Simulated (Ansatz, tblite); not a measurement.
Forces on the cluster AlB₂ at its r2SCAN-D4/def2-TZVP geometry. Charge 0, multiplicity 2.

The xTB rows come from tblite. The structure comes from a short search, and lower isomers may exist.

GFN1-xTB (tblite), largest force 2.31 eV/Å:

```xyz
3
positions Å, forces eV/Å
B     0.409   -0.135    0.895   -1.571    0.567    0.474
B    -0.912    0.329    0.217    0.629   -0.205    1.607
Al    0.503   -0.193   -1.113    0.942   -0.362   -2.081
```

GFN2-xTB (tblite), largest force 3.12 eV/Å:

```
B -2.803 0.990 -0.960
B 2.450 -0.854 1.738
Al 0.353 -0.136 -0.778
```

PBE-D4/def2-TZVP (Ansatz), largest force 0.22 eV/Å:

```
B 0.023 -0.007 0.135
B -0.115 0.042 0.066
Al 0.092 -0.035 -0.201
```
